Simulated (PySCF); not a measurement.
Electric field gradients and quadrupole coupling constants

Compound: ethanethial, C₂H₄S.
Z-matrix (Å and degrees, PBE0-D3(BJ)/def2-SVP geometry), rows numbered from 1:
```
C 
C   1  1.4863
S   2  1.6155  1  126.20
H   1  1.1042  2  109.94  3   122.74
H   1  1.1044  2  109.82  3  -121.17
H   1  1.0977  2  111.66  3     0.68
H   2  1.1045  1  114.61  3   179.93
```

Field gradients from the PBE0/pcSseg-1 density (PySCF, non-relativistic), principal values in atomic units, ordered |Vxx| ≤ |Vyy| ≤ |Vzz|:

| atom | Vxx | Vyy | Vzz |
| --- | --- | --- | --- |
| S3 | 1.0124 | 2.0405 | -3.0530 |

Question: Find the asymmetry η = (Vxx − Vyy)/Vzz and the couplings χ = eQV/h (234.96 MHz × Q in barn × V in au), with Q(33S) = −0.0678 b.

Answer: 
```csv
atom,environment,nucleus,η,χzz (MHz),χxx (MHz),χyy (MHz)
S3,thiocarbonyl sulfur,33S,0.34,48.64,-16.13,-32.51
```

The tensor is traceless: Vxx + Vyy + Vzz = 0.

Question: What is Vzz at S3 in SI units (1 au = 9.71736 × 10²¹ V/m²)?

Answer: -3.0530 au = -29.667 × 10²¹ V/m².

Question: And the gradient at the other heavy atoms, for which no coupling is worked out here?

Answer: 
| atom | environment | Vzz (au) | η |
| --- | --- | --- | --- |
| C1 | methyl carbon | -0.075 | 0.75 |
| C2 | thiocarbonyl carbon | 0.553 | 0.12 |

Question: What couplings would deuterons (Q(2H) = 0.00286 b) have in place of the hydrogens, at this geometry?

Answer: 
| atom | bonded to | bond length (Å) | Vzz (au) | η | χzz (kHz) |
| --- | --- | --- | --- | --- | --- |
| H4 | C1 | 1.104 | 0.2853 | 0.03 | 192 |
| H5 | C1 | 1.104 | 0.2850 | 0.03 | 192 |
| H6 | C1 | 1.098 | 0.2908 | 0.02 | 195 |
| H7 | C2 | 1.104 | 0.2794 | 0.01 | 188 |

Isolated species at its PBE0-D3(BJ)/def2-SVP geometry, gas phase. A larger basis could move these couplings by a tenth or more.
